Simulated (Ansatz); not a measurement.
Two isomers of C3H6O2: A = `CC=C(O)O`, B = `C=C(O)OC`.

Calculated with Ansatz (gas phase, PBE0-D4/def2-TZVP geometries, no zero-point term in ΔE). CCSD(T)/CBS adds triple-zeta CCSD(T) − MP2 to the extrapolated MP2 energy (def2 sets, frozen cores). DFT in def2-TZVPP. B3LYP here is the variant with VWN-RPA as its local correlation; programs differ in this. Each species was taken in one conformer, which may not be the lowest.

Question: Which isomer does CCSD(T)/CBS put lower? Give the gap. (Best estimate.)

Answer: Computed: A, by 9.3 kcal/mol.

Question: Give E(B) − E(A) in kcal/mol with MP2/def2-TZVPP, CCSD/def2-TZVPP, PBE0-D4, HF/def2-TZVPP, CCSD(T)/def2-TZVPP, B2PLYP, B3LYP. (Estimate.)

Answer: The calculation gave: MP2/def2-TZVPP 9.7, CCSD/def2-TZVPP 8.9, PBE0-D4 9.8, HF/def2-TZVPP 7.0, CCSD(T)/def2-TZVPP 8.9, B2PLYP 8.6, B3LYP 8.3. None reverses the order clearly.

Largest T1 diagnostic: 0.012.

In def2-TZVPP, CCSD(T) changes the Hartree–Fock value by +1.9 kcal/mol (the triples alone add +0.0 kcal/mol) and MP2 by +2.7 kcal/mol.
